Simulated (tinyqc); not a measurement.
Inside a calculation. Method: CCD on RHF in the sto-3g basis, frozen core, for LiH, spin multiplicity 1. One step of it, computed by the program tinyqc.

Problem. CCD: starting amplitudes. t_ij^ab = <ij||ab> / (e_i + e_j - e_a - e_b), whose energy is MP2.

orbital energies (hartree): [-2.346075, -0.299220, 0.079392, 0.163431, 0.163431, 0.591321]

Two-electron integrals over orbitals (pq|rs), unique and non-zero (hartree); the lowest 1 orbital is frozen and left out:
```
(22|22) 0.499406    (32|22) -0.045789   (32|32) 0.011557    (33|22) 0.229031
(33|32) 0.005190    (33|33) 0.339331    (42|42) 0.024416    (43|42) 0.019187
(43|43) 0.041370    (44|22) 0.278817    (44|32) 0.004038    (44|33) 0.282355
(44|44) 0.312946    (52|52) 0.024416    (53|52) 0.019187    (53|53) 0.041370
(54|54) 0.016869    (55|22) 0.278817    (55|32) 0.004038    (55|33) 0.282355
(55|44) 0.279207    (55|55) 0.312946    (62|22) 0.136550    (62|32) -0.032783
(62|33) -0.006897   (62|44) -0.006641   (62|55) -0.006641   (62|62) 0.122413
(63|22) -0.050718   (63|32) 0.007812    (63|33) 0.036120    (63|44) 0.000863
(63|55) 0.000863    (63|62) -0.030555   (63|63) 0.026295    (64|42) -0.019383
(64|43) -0.013906   (64|64) 0.019184    (65|52) -0.019383   (65|53) -0.013906
(65|65) 0.019184    (66|22) 0.459295    (66|32) -0.041285   (66|33) 0.242356
(66|44) 0.269935    (66|55) 0.269935    (66|62) 0.144645    (66|63) -0.043134
(66|66) 0.456998
```

Give: Starting amplitudes; correlation energy.

Solution.

Starting amplitudes (spin orbitals 1a, 1b, ...; amplitudes related by a flip of all spins are not repeated):
```
from      to        t
2a 2b  6a 6b  -0.0687
2a 2b  5a 5b  -0.0264
2a 2b  4a 4b  -0.0264
2a 2b  3a 6b   0.0258
2a 2b  3a 3b  -0.0153
```

correlation energy = -0.011572 hartree
